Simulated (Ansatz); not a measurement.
Ideal-gas functions of Li2O, SMILES `[Li][O][Li]` at 400 K and 1 bar, from an Ansatz frequency run at PBE0-D4/def2-TZVP.

Molar mass 29.88 g/mol, point group D∞h (symmetry number 2), electronic degeneracy 1, moments of inertia 35.768 u Å². Harmonic wavenumbers (cm⁻¹, unscaled): 138, 138, 816, 1067.

Use S(trans) = R[1.5 ln M + 2.5 ln T − 1.1517]; rotational temperatures θ = 24.2544 K / I; S(rot) = R[ln(T/σθ) + 1]; for each mode x = 1.438777 ν̃/T, S = R[x/(eˣ − 1) − ln(1 − e⁻ˣ)] and H = RT x/(eˣ − 1); 1 cm⁻¹ = 0.0119627 kJ/mol; R = 8.31446 J/(mol·K).

Task: By hand: the entropy, in J/(mol·K).

Result: Translation 157.3. Rotation: θ = 0.6781 K, giving 55.6. Vibration, mode by mode: 14.22, 14.22, 1.82, 0.88, in all 31.2. Electronic 0.0. Sum 244.1 J/(mol·K).

Task: By hand: H − E and G − E in kJ/mol, counted from the electronic energy.

Result: Zero-point energy ½ × 2159 × 0.0119627 = 12.9; thermal vibration 6.0; translation, rotation and pV give 3.5 RT = 11.6. H − E = 30.5 kJ/mol, and G − E = 30.5 − 400 × 244.1/1000 = -67.1 kJ/mol.

Vibration gives 13 % of the entropy, 28.4 J/(mol·K) of it from the modes under 150 cm⁻¹: soft modes count most, and the harmonic formula is weakest for them.
